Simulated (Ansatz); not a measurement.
The cation of C$_{3}$H$_{3}$N (`C=CC#N`) at the neutral geometry.

```yaml
crystal:
  periodic: [false, false, false]
  atoms:
    - {symbol: C, position_ang: [-0.532304, 0.819550, -0.356884]}
    - {symbol: C, position_ang: [0.380810, 0.095684, 0.282660]}
    - {symbol: C, position_ang: [0.422390, -1.325437, 0.212475]}
    - {symbol: N, position_ang: [0.473428, -2.475338, 0.168860]}
    - {symbol: H, position_ang: [-1.296075, 0.356483, -0.969477]}
    - {symbol: H, position_ang: [-0.532226, 1.899447, -0.279046]}
    - {symbol: H, position_ang: [1.145177, 0.561509, 0.895711]}
basis:
  gaussian: {orbitals: def2-TZVPP}
total_charge: 1
magnetization: {spin_polarized: true, initial_magnetization: 1}
hamiltonian: {xc: {name: B3LYP}, dispersion: d4}
```

```sh
$ ansatz run in.yaml --threads 4 --pin off --events-out ev --progress --plain --max-ram 10444MiB
```

It prints (some lines left out):

```
Functional definition: B3LYP
872 factors; their error is unknown
mean field evaluation 1: about -4632.1893 eV, gradient 4.1e1 eV
mean field evaluation 2: about -4630.7018 eV, gradient 4.3e1 eV
mean field evaluation 4: about -4639.7107 eV, gradient 1.6e0 eV
mean field evaluation 8: about -4639.7357 eV, gradient 2.6e-1 eV
mean field evaluation 16: about -4639.7338 eV, gradient 6.4e-3 eV
mean field -4639.73375519 eV, -170.5070705789 hartree, gradient 5.7e-5 eV, S^2 0.764820; 0 other end points of the search recorded, 0 dependent functions left out
reference -4639.73397791 eV, -170.5070787634 hartree; 14, 13 occupied and 152, 153 virtual orbitals, 872 factors
Total energy: -4639.87075313 eV, -170.5121051602 hartree
```

Hardware: 4 threads of an Arm Neoverse V1 on a shared host. Wall time 1.6 s, peak host memory 0.32 GiB.
